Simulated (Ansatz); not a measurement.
```csv
atom,x (Å),y (Å),z (Å)
C,-0.0275,-0.2247,1.2049
N,-0.0275,0.5925,0.0000
C,-0.0275,-0.2247,-1.2049
H,0.7915,-0.9627,1.2485
H,0.0396,0.4212,2.0834
H,-0.9722,-0.7730,1.2617
H,0.8053,1.1782,0.0000
H,0.7915,-0.9627,-1.2485
H,0.0396,0.4212,-2.0834
H,-0.9722,-0.7730,-1.2617
```

Basis set: pcseg-2 (spherical functions). Charge 0, multiplicity 1.

Computed with Ansatz (development build ahead of 0.2.0); free ground-state atoms in the same class of orbitals, no zero-point energy, no relativity. Restricted functionals stand beside restricted open-shell atoms, which can lie above the unrestricted atoms usual in DFT and then raise those values.

The atomization energy of singlet C2H7N from measured heats of formation, zero-point and thermal terms removed is 37.731 eV (G2/97 set, Curtiss et al., J. Chem. Phys. 106, 1063 (1997), as shipped with ASE); it holds spin-orbit and other relativistic effects.

Task: How far do ωB97X (restricted), PBE0 (unrestricted) miss it in this basis?

Result:

```tsv
method	atomization energy (eV)	computed − measured (eV)
ωB97X (restricted)	38.019	0.288
PBE0 (unrestricted)	37.775	0.044
```
